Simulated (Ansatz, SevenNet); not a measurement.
# Rock-salt NaF: properties by level of theory

Reference values: elastic constant C11 108 GPa (measured, 4 K, not corrected to a static lattice; as tabulated in X. Wang et al., RSC Advances (2016)); elastic constant C44 29.0 GPa (measured, 4 K, no zero-point or thermal correction; as tabulated in X. Wang et al., RSC Advances (2016)).

| level (code) | elastic constant C11 (GPa) | elastic constant C44 (GPa) | Voigt–Reuss–Hill shear modulus (GPa) |
|---|---|---|---|
| SevenNet-l3i5 (SevenNet) | 84.9 | [?] | 27.6 |
| LDA (Ansatz) | 134 | [?] | [?] |
| Hartree–Fock (Ansatz) | 105 | [?] | 35.0 |

Q: Complete the blanks.

A: 
- SevenNet-l3i5 (SevenNet), elastic constant C44 (GPa): 25.4
- LDA (Ansatz, a first-principles code), elastic constant C44 (GPa): 29.1
- LDA (Ansatz), Voigt–Reuss–Hill shear modulus (GPa): 37.5
- Hartree–Fock (Ansatz), elastic constant C44 (GPa): 31.7

Differences from the reference values (errors of the level alone only where the reference is corrected to a static lattice):

```
level          elastic constant C11 (%)  elastic constant C44 (%)
-------------  ------------------------  ------------------------
SevenNet-l3i5                       -21                     -12.4
LDA                                 +24                      +0.3
Hartree–Fock                       -2.8                      +9.3
```

Nearest: elastic constant C11, Hartree–Fock; elastic constant C44, LDA.

Machine-learned potentials (SevenNet-l3i5) are trained on DFT data, which may include these solids.

Ansatz's density-functional and Hartree–Fock values are scalar-relativistic unless marked +SOC, with PAW data made under PBE.

Unless a cell is named, each level is at its own relaxed cell (SevenNet-l3i5 12.96, LDA 11.41, Hartree–Fock 12.33 Å³/atom).

Differences are worked out from the printed values.

Computed values are for the static lattice.
